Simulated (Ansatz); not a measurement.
Results of PBE-D3(BJ) (PAW; Ansatz, a program for electronic structure) for fcc Sr.

Settings: plane-wave cutoff 520 eV, 16×16×16 k mesh, Fermi–Dirac smearing 0.05 eV, scalar-relativistic PAW data made under PBE.

Cell (relaxed at this level):

```cif
data_Sr4
_chemical_formula_sum 'Sr4'
_space_group_name_H-M_alt 'Fm-3m'
_space_group_IT_number 225
_space_group_name_Hall '-F 4 2 3'
_cell_length_a 5.93198
_cell_length_b 5.93198
_cell_length_c 5.93198
_cell_angle_alpha 90.000
_cell_angle_beta 90.000
_cell_angle_gamma 90.000
loop_
_atom_site_label
_atom_site_type_symbol
_atom_site_symmetry_multiplicity
_atom_site_Wyckoff_symbol
_atom_site_fract_x
_atom_site_fract_y
_atom_site_fract_z
_atom_site_occupancy
Sr1 Sr 4 a 0.00000 0.00000 0.00000 1
```
(The calculation used a cell of 1 atom; values per cell refer to that cell.)

**Question.** Predict the bulk modulus B0 and pressure derivative B′ of the bulk modulus.

**Answer.** 
bulk modulus B0: 12.4 GPa
pressure derivative B′ of the bulk modulus: 3.5

The run finds no gap.

Measured, for comparison: bulk modulus 12.5 GPa (corrected for temperature and zero-point phonon effects, our sources range from 12.0 to 12.5; as tabulated in Levämäki et al. (2014), arXiv:1402.3671). Computed (rounded) less measured: bulk modulus -0.8 % (inside the range of the sources held).

Static lattice: no zero-point or thermal effects.

Computing time: about 50 core-seconds (a rough figure).
